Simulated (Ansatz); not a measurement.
The same path of BH3 + FH (6 atoms, charge 0, multiplicity 1) was run twice with different band settings. Lost on the way: B1–H2, F5–H6. Made: B1–F5, H2–H6.

All numbers below come from Ansatz 0.2.0, RKS B3LYP-D4/def2-TZVP.

Relaxed end points:

```xyz
6
Properties=species:S:1:pos:R:3
B -0.004 0.223 0.011
H -0.011 0.624 1.137
H 1.026 0.164 -0.578
H -1.035 0.107 -0.570
F 0.056 -1.829 0.721
H 0.074 -1.691 1.639
```

```xyz
6
Properties=species:S:1:pos:R:3
B 0.011 -0.475 -0.579
H 0.016 0.222 2.303
H 1.050 0.110 -0.635
H -1.058 0.052 -0.617
F 0.048 -1.793 -0.483
H 0.038 -0.519 2.371
```

Common settings: spring 5.0 eV/Å²; optimiser quadratic models (default); start path through a guess of the saddle point; force threshold 0.05 eV/Å; iteration limit 60; end points relaxed.

| run | movable images | climbing image |
| --- | --- | --- |
| 1 | 7 | yes |
| 2 | 2 | no |

Problem. What does each run give, and how far can it be trusted?

Solution. Run 1: converged after 16 iterations, highest image 0.505 eV above the first end. A vibrational analysis at the climbing image gives one clearly imaginary mode, 1187i cm⁻¹: a first-order saddle point.
Run 2: converged after 8 iterations, highest image 0.479 eV above the first end. Neighbouring images differ by up to 1.6 eV, so the band resolves the path poorly. No image climbed, so the highest image needn't sit at the top of the path. So few images can step over the top or miss a turn of the path.
The orbitals stay closed-shell, which can raise the energy where a bond breaks towards radicals; this wasn't checked here.
